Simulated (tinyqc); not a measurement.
CCSD on RHF in the sto-6g basis, for BH3, spin multiplicity 1, step by step. One step of it, computed by the program tinyqc.

Task: Orthogonalisation. S = U s U^T; symmetric (Loewdin) form X = U s^(-1/2) U^T, so that X^T S X = 1.

overlap S, lower triangle:
```
,1B 1s,1B 2s,1B 2px,1B 2py,1B 2pz,2H 1s,3H 1s,4H 1s
1B 1s,1.000000
1B 2s,0.264891,1.000000
1B 2px,0.000000,0.000000,1.000000
1B 2py,0.000000,0.000000,0.000000,1.000000
1B 2pz,0.000000,0.000000,0.000000,0.000000,1.000000
2H 1s,0.066310,0.466821,0.481967,0.000000,-0.010373,1.000000
3H 1s,0.066330,0.466891,-0.241035,0.417421,-0.010376,0.103328,1.000000
4H 1s,0.066330,0.466891,-0.241035,-0.417421,-0.010376,0.103328,0.103368,1.000000
```

Give: eigenvalues of S; X.

Result:

eigenvalues of S: 0.2661  0.3557  0.3558  0.9515  1.0006  1.5409  1.5409  1.9884

X, lower triangle:
```
,1B 1s,1B 2s,1B 2px,1B 2py,1B 2pz,2H 1s,3H 1s,4H 1s
1B 1s,1.0317
1B 2s,-0.1738,1.4139
1B 2px,0.0000,-0.0001,1.2031
1B 2py,0.0000,0.0000,0.0000,1.2031
1B 2pz,0.0008,-0.0084,0.0000,0.0000,1.0002
2H 1s,0.0245,-0.3360,-0.3542,0.0000,0.0073,1.2615
3H 1s,0.0245,-0.3361,0.1772,-0.3068,0.0073,-0.0175,1.2616
4H 1s,0.0245,-0.3361,0.1772,0.3068,0.0073,-0.0175,-0.0175,1.2616
```
